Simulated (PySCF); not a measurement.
Mapped SMILES: `[F:1][C:2]([F:3])=[CH:4][Cl:5]`; H(Xn) means a hydrogen on atom n.

Level of theory: geometry: GFN2-xTB, shieldings: GIAO PBE0/pcSseg-1, in PySCF 2.14 (one computed conformer, gas phase, relativity neglected).

δ = σ(ref) − σ, references computed at the same level: ¹³C (σref 186.93), ¹H (σref 31.72) against TMS; ¹⁹F (σref 170.95) vs CFCl3; ³⁵Cl (σref 949.78) against HCl.

```json
{"atoms": "Cl5", "nucleus": "³⁵Cl", "count": "1", "Hirshfeld charge": "-0.02", "δ (ppm)": "97"}
{"atoms": "F3", "nucleus": "¹⁹F", "count": "1", "Hirshfeld charge": "-0.06", "δ (ppm)": "-87.0"}
{"atoms": "H(C4)", "nucleus": "¹H", "count": "1", "Hirshfeld charge": "0.06", "δ (ppm)": "5.32"}
{"atoms": "C4", "nucleus": "¹³C", "count": "1", "Hirshfeld charge": "-0.09", "δ (ppm)": "?"}
{"atoms": "C2", "nucleus": "¹³C", "count": "1", "Hirshfeld charge": "0.17", "δ (ppm)": "172.2"}
{"atoms": "F1", "nucleus": "¹⁹F", "count": "1", "Hirshfeld charge": "-0.06", "δ (ppm)": "?"}
```

**Question.** Fill in the missing shifts.

**Answer.** 
- C4: 88.4 ppm, alkene CH
- F1: -83.5 ppm, vinylic fluorine

Carbons that carry Cl, above all several Cl atoms, come out too deshielded, partly because spin–orbit coupling is missing. Shifts are as computed. Against solution values, carbons near 30 ppm lie about +3 ppm off and those near 130 ppm about +5 ppm; carbons on Cl a further +6 ppm. Of 1211 compounds with measured shifts, 218 miss one by over three times the rms of a fit or turn the order of signals round; such compounds aren't used in these exercises. Unscaled 19F shifts against computed CFCl3 carry errors that often reach 10 to 50 ppm.
